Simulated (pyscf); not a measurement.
SnH₄ (SMILES [SnH4]) + NH₃ (SMILES N) → H₂N–SnH₃ (SMILES [NH2][SnH3]) + H₂ (SMILES [H][H]), a four-centre exchange (singlet surface; H–Sn, H–N broken, N–Sn, H–H formed). Structures and frequencies: ωB97X-D3(BJ)/def2-SVP in PySCF. Energies in eV from the separated reactants.

Small-basis levels: PySCF, no dispersion term, spherical d functions. 

Problem. In single points BP86/6-31G*+LANL2DZ puts the saddle at 1.45 eV and the reaction energy at +0.19 eV. Should these be trusted to within a few kcal/mol? Compare with ωB97M-D3(BJ)/def2-TZVP.

Solution. ωB97M-D3(BJ)/def2-TZVP gives ΔE‡ = 1.88 eV and ΔE = +0.38 eV. BP86/6-31G*+LANL2DZ lies 0.43 eV under it in the barrier and 0.19 eV under it in the reaction energy, so on this step it does not hold to within 0.13 eV. ωB97M-D3(BJ)/def2-TZVP has limits of its own. On the reactant side the descent ends in a complex (not fully relaxed), 0.18 eV under the separated species and 1.97 eV under the saddle at ωB97X-D3(BJ)/def2-TZVP. At the saddle there is also a short H–Sn contact that neither side keeps. The same reactants have a lower exit, to SnH₂ [singlet] + NH₃ + H₂ (barrier +1.44 eV at ωB97M-D3(BJ)/def2-TZVP, against +1.88 eV here). This is the saddle that the search found; another between the same sides may lie lower. In the def2 sets elements past Kr carry core potentials, without spin-orbit coupling.
